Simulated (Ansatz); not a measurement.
**C2HSi, doublet in cc-pVDZ: errors against UCCSDT(Q)**

Geometry: displaced at random from a stationary point.

```xyz
4

C     0.0840   -0.8046    0.7640
C    -0.0808    0.4826    1.0268
Si   -0.0042    0.0952   -0.8295
H     0.0789    1.1854    1.7747
```

Basis cc-pVDZ; Ansatz 0.2.0. Only valence electrons are correlated (noble-gas cores frozen), which leaves 13 electrons in 44 orbitals. R marks a restricted (for open shells ROHF) determinant, U an unrestricted one. Active spaces: frontier = (9e, 9o) about the gap.

Full CI isn't at hand for all of this; UCCSDT(Q) serves as the reference, and is uncertain by the last step of the cluster series or more. The frozen core follows each run's orbitals, which can shift R against U totals by a few meV.

For open shells CISD is restricted-active-space CI with the open shells as a complete middle space.

```
UHF ⟨S²⟩                          : 0.786
T1 diagnostic (RCCSD)             : 0.0288
largest doubles amplitude (RCCSD) : 0.070
T1 diagnostic (UCCSD)             : 0.0259
```

```tsv
level	E − E(UCCSDT(Q)) (kJ/mol)	share of correlation (%)	wall time
RHF	949.3	0.00	–
UHF	933.1	1.72	–
RMP2	117.8	87.59	–
UMP2	124.9	86.85	–
CISD	150.4	84.16	5.5 s
RCCSD	52.5	94.47	–
UCCSD	51.7	94.56	–
RCCSD(T)	6.3	99.33	8.5 s
UCCSD(T)	6.8	99.29	8 s
BCCD(T)	6.0	99.36	4.5 s
RCCSDT	4.3	99.55	–
UCCSDT	4.2	99.56	–
RCCSDT(Q)	0.2	99.98	2.4 min
```

The correlation energy at UCCSDT(Q), counted from RHF, is -9.839 eV. That run took 2.1 min on 1 thread of Arm Neoverse V1, shared host.

Run but not shown, since their state, orbitals or frozen core can't be matched to the reference's or they repeat it: CASSCF (frontier space), NEVPT2 (frontier space), MRCISD (frontier space), MRCISD+Q (frontier space).

Times hold each run's SCF and search for its determinant on a shared host, so for small cases they say little of a method's own cost; they ran on 1 thread of Arm Neoverse V1. Some runs computed forces too.
